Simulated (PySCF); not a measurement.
**Vibration and rotation of BP⁻**

ROHF-CCSD(T) constants of BP⁻, ²Σ⁺ (doublet), unpaired electrons σ ↑ (PySCF, spin-free X2C with a Gaussian nucleus, basis sets B aug-cc-pVDZ-DK, P aug-cc-pVDZ-DK; masses 11.0093 and 30.9738 u):

```
ωe   : 985.1 cm⁻¹
ωexe : 5.58 cm⁻¹
Be   : 0.68334 cm⁻¹
αe   : 0.00530 cm⁻¹
```

Q: What force constant and bond length do these constants imply?

A: Reduced mass μred = 8.1223 u; k = 5.8918×10⁻⁷·μred·ωe² (u, cm⁻¹, mdyn/Å) = 4.64 mdyn/Å; Re = √(16.8576/(μred·Be)) (u, cm⁻¹, Å) = 1.743 Å.

Q: Estimate the centrifugal constant D from the Kratzer relation and find the Dunham coefficient a1.

A: D = 4Be³/ωe² = 1.32e-06 cm⁻¹; a1 = −1 − αeωe/(6Be²) = -2.86.

Correlated steps freeze 6 core orbitals. The CCSD T1 diagnostic is raised, a sign that a single reference may not be enough here. The state was picked by a PBE0 search and need not be the measured ground state.
